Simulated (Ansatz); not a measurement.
C₂H₄O₂S (`O=C(O)CS`), relaxed with RKS PBE0-D4/def2-TZVP in the Gaussian-basis code of Ansatz from a PBE-D4/def2-SVP geometry. The force threshold is 0.005 eV/Å; the program also tests the step.

Total charge 0; spin multiplicity 1.

Start:

```xyz
9

O    -0.942    1.267    1.269
C    -0.425    0.348    0.666
O     0.013   -0.785    1.275
C    -0.216    0.292   -0.836
S     1.516   -0.031   -1.347
H    -0.163   -0.654    2.232
H    -0.488    1.278   -1.254
H    -0.897   -0.471   -1.271
H     1.602   -1.244   -0.734
```

Problem. How much energy does the relaxation release, and in how many steps? (Estimate.)

Solution. Ansatz gave: 5.99 kJ/mol, in 13 steps, 1 of them rejected.

Problem. Which bonds change most? (An estimate is asked.)

Solution. The calculation gave: C4–S5 from 1.835 to 1.812 Å; C4–H8 from 1.111 to 1.090 Å; S5–H9 from 1.362 to 1.342 Å; C4–H7 from 1.105 to 1.088 Å.

Problem. Give the relaxed structure. (An estimate is asked.)

Solution. Ansatz gave: 
```xyz
9

O    -0.643    1.360    1.271
C    -0.389    0.357    0.666
O    -0.196   -0.832    1.263
C    -0.242    0.254   -0.825
S     1.494    0.078   -1.316
H    -0.277   -0.683    2.215
H    -0.588    1.186   -1.267
H    -0.830   -0.576   -1.216
H     1.671   -1.144   -0.789
```
